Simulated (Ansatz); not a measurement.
**Worked example: correlation energy of CHSi2⁺, quintet**

Geometry: that of the CHSi2, quartet, kept fixed.

```xyz
4

C    -0.0612   -1.1480   -0.2200
Si    0.0993    0.1604    1.1648
Si   -0.0330    0.3143   -1.1428
H    -1.1174    0.4501    2.0084
```

Basis cc-pVTZ; Ansatz 0.2.0. Correlated methods freeze the noble-gas cores, which leaves 12 electrons in 101 orbitals. R marks a restricted (for open shells ROHF) determinant.

Full CI isn't at hand for all of this; RCCSDT(Q) serves as the reference, and is uncertain by about the last step of the cluster series.

Runs differ by some tens of microhartree through their thresholds and, for an open shell, their frozen cores, so steps under 0.03 kcal/mol mean nothing.

```tsv
level	total energy (hartree)
RHF	-615.847407
RMP2	-616.117056
RCCSD	-616.153970
RCCSD(T)	-616.171687
RCCSDT	-616.173777
RCCSDT(Q)	-616.175215
```

Problem. What is the correlation energy at RCCSDT(Q), and what share of it do RMP2 and RCCSD recover?

Solution. E(corr) = -616.175215 − (-615.847407) = -0.327808 hartree = -8.920 eV. RMP2: -0.269649 / -0.327808 = 82.26 %. RCCSD: -0.306563 / -0.327808 = 93.52 %.

Problem. By how many kcal/mol does RCCSD(T) miss RCCSDT(Q) (1 hartree = 627.509 kcal/mol), and which steps make up the rest?

Solution. -616.171687 − (-616.175215) = 0.003528 hartree = 2.21 kcal/mol. Steps: RCCSDT − RCCSD(T) = -1.31, RCCSDT(Q) − RCCSDT = -0.90 kcal/mol. Differences between like states or geometries often cancel part of this.
